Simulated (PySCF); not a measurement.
Silicon: a sound run and one with changed settings

Sound run: Si [Ne] 3s2 3p2, Si⁺ [Ne] 3s2 3p1. Calculation: PySCF 2.14, in cc-pVDZ-DK (4s3p1d, 18 functions); the spin-free X2C one-electron Hamiltonian (Gaussian nucleus). In the sound run the correlated levels freeze [Ne]. The sound run starts from symmetry-adapted Hartree-Fock orbitals and uses a fine grid where one is needed.

A second run was set up differently.

| species | method | sound run (hartree) | changed run (hartree) | converged |
| --- | --- | --- | --- | --- |
| Si | MP2 | -289.49698 | -289.50236 | yes |
| Si | CCSD(T) | -289.51699 | -289.52216 | yes |
| Si⁺ | MP2 | -289.20633 | -289.21176 | yes |
| Si⁺ | CCSD(T) | -289.22527 | -289.23057 | yes |

Ionisation energy of Si:

```csv
method,sound run (eV),changed run (eV)
UHF,7.632,7.632
MP2,7.909,7.908
SCS-MP2,7.837,7.835
CCSD,7.928,7.925
CCSD(T),7.938,7.934
```

(1) What was changed?
A. level shift left on
B. too few SCF iterations
C. basis contracted for another Hamiltonian
D. all electrons correlated in a valence basis

## Answers

(1) D. A valence basis has no tight correlating functions, so it recovers only part of the core correlation, and not evenly between atom and ion.
